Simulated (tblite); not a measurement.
Compound: benzene radical anion, C6H6 (charge -1 and doublet state).
Numbering: `[CH:1]1[CH:2]=[CH:3][CH:4]=[CH:5][CH-:6]1` (hydrogens: H7 on C1; H8 on C2; H9 on C3; H10 on C4; H11 on C5; H12 on C6)
Bond orders are those of one Lewis drawing.

Computed with GFN2-xTB (tblite), gas phase: L-BFGS steps from a force-field or distance-geometry start until the largest atomic force falls under 0.01 eV/Å.

Step 3: E = -435.0329 eV
```
atom  x, y, z in Å  |  force x, y, z in eV/Å
C1     -0.6623   -1.2239    0.2411   -0.009   0.079  -0.025
C2      0.7213   -1.1910    0.2220   -0.154   0.052   0.045
C3      1.4001   -0.0147   -0.0081    0.113   0.116  -0.048
C4      0.6527    1.2105   -0.2491    0.162   0.054   0.022
C5     -0.7246    1.1896   -0.2270   -0.030  -0.192  -0.012
C6     -1.4162    0.0119    0.0043    0.111  -0.008   0.011
H7     -1.2061   -2.1476    0.4256    0.011   0.022  -0.006
H8      1.3088   -2.1038    0.4060   -0.248   0.115  -0.043
H9      2.4863    0.0283   -0.0247    0.009  -0.054   0.011
H10     1.2117    2.1249   -0.4242   -0.043   0.087  -0.024
H11    -1.2665    2.1300   -0.4121    0.015  -0.257   0.067
H12    -2.5042   -0.0149    0.0203    0.063  -0.015   0.002
```

Step 4: E = -435.0430 eV
```
atom  x, y, z in Å  |  force x, y, z in eV/Å
C1     -0.6677   -1.2208    0.2397    0.157   0.005   0.003
C2      0.7158   -1.1817    0.2240   -0.105  -0.023   0.012
C3      1.4025   -0.0145   -0.0099    0.134   0.204  -0.043
C4      0.6567    1.2139   -0.2475    0.192   0.026   0.002
C5     -0.7214    1.1788   -0.2284    0.031  -0.040   0.003
C6     -1.4135    0.0083    0.0057    0.081   0.069  -0.019
H7     -1.2036   -2.1431    0.4246   -0.067  -0.108   0.023
H8      1.2929   -2.0962    0.4031   -0.131  -0.003  -0.006
H9      2.4897    0.0255   -0.0242   -0.022  -0.069   0.015
H10     1.2104    2.1324   -0.4260   -0.071   0.032  -0.012
H11    -1.2649    2.1129   -0.4076   -0.067  -0.092   0.022
H12    -2.4959   -0.0160    0.0204   -0.132  -0.001  -0.001
```

Step 5: E = -435.0459 eV
```
atom  x, y, z in Å  |  force x, y, z in eV/Å
C1     -0.6678   -1.2200    0.2394    0.101  -0.032   0.015
C2      0.7133   -1.1780    0.2247   -0.016  -0.011  -0.009
C3      1.4048   -0.0123   -0.0110    0.089   0.130  -0.019
C4      0.6603    1.2155   -0.2469    0.095   0.019  -0.005
C5     -0.7187    1.1751   -0.2290    0.079   0.016   0.008
C6     -1.4122    0.0076    0.0060    0.028   0.050  -0.019
H7     -1.2036   -2.1429    0.4246   -0.053  -0.099   0.022
H8      1.2853   -2.0938    0.4021   -0.072  -0.042   0.007
H9      2.4910    0.0234   -0.0238    0.012  -0.065   0.014
H10     1.2090    2.1357   -0.4269   -0.050   0.046  -0.014
H11    -1.2653    2.1054   -0.4056   -0.082  -0.021   0.004
H12    -2.4947   -0.0164    0.0204   -0.131   0.009  -0.004
```

Step 6: E = -435.0479 eV
```
atom  x, y, z in Å  |  force x, y, z in eV/Å
C1     -0.6667   -1.2203    0.2395    0.010  -0.032   0.018
C2      0.7118   -1.1748    0.2250    0.042   0.006  -0.023
C3      1.4079   -0.0089   -0.0120    0.024   0.006   0.010
C4      0.6641    1.2174   -0.2466    0.004   0.026  -0.011
C5     -0.7146    1.1729   -0.2294    0.050   0.054   0.011
C6     -1.4112    0.0075    0.0060   -0.031  -0.007  -0.009
H7     -1.2045   -2.1444    0.4249   -0.009  -0.052   0.013
H8      1.2780   -2.0927    0.4014   -0.012  -0.061   0.014
H9      2.4925    0.0205   -0.0232    0.060  -0.049   0.010
H10     1.2069    2.1394   -0.4279   -0.020   0.065  -0.017
H11    -1.2673    2.0992   -0.4040   -0.061   0.022  -0.008
H12    -2.4959   -0.0164    0.0204   -0.056   0.023  -0.008
```

**Question.** Estimate the geometry and energy of step 7. (The exact step hangs on the optimiser's Hessian estimate; all steps are aligned on step 6, rigid shifts and turns removed.)

**Answer.** E = -435.0486 eV, largest force 0.074 eV/Å
```
atom  x, y, z in Å  |  force x, y, z in eV/Å
C1     -0.6660   -1.2209    0.2399   -0.028  -0.015   0.013
C2      0.7120   -1.1739    0.2247    0.036  -0.003  -0.019
C3      1.4095   -0.0076   -0.0122    0.008  -0.031   0.017
C4      0.6657    1.2184   -0.2467   -0.028   0.022  -0.010
C5     -0.7127    1.1732   -0.2293    0.007   0.027   0.014
C6     -1.4113    0.0074    0.0058   -0.026  -0.014  -0.006
H7     -1.2049   -2.1459    0.4252    0.018  -0.017   0.006
H8      1.2757   -2.0935    0.4014    0.004  -0.047   0.011
H9      2.4939    0.0187   -0.0228    0.063  -0.038   0.008
H10     1.2059    2.1416   -0.4286   -0.006   0.065  -0.017
H11    -1.2690    2.0978   -0.4037   -0.039   0.025  -0.009
H12    -2.4975   -0.0160    0.0202   -0.008   0.026  -0.009
```

The energy changes by -0.0007 eV. The first-order estimate −F·Δx gives -0.0009 eV and the mean of the old and new forces, exact on a quadratic surface, -0.0007 eV. The step makes an angle of 42° with the force vector and moves no atom by more than 0.003 Å.

The cost below is that of the whole relaxation. The run took under 0.1 s on an Arm Neoverse V1 with one thread, no GPU, shared host.
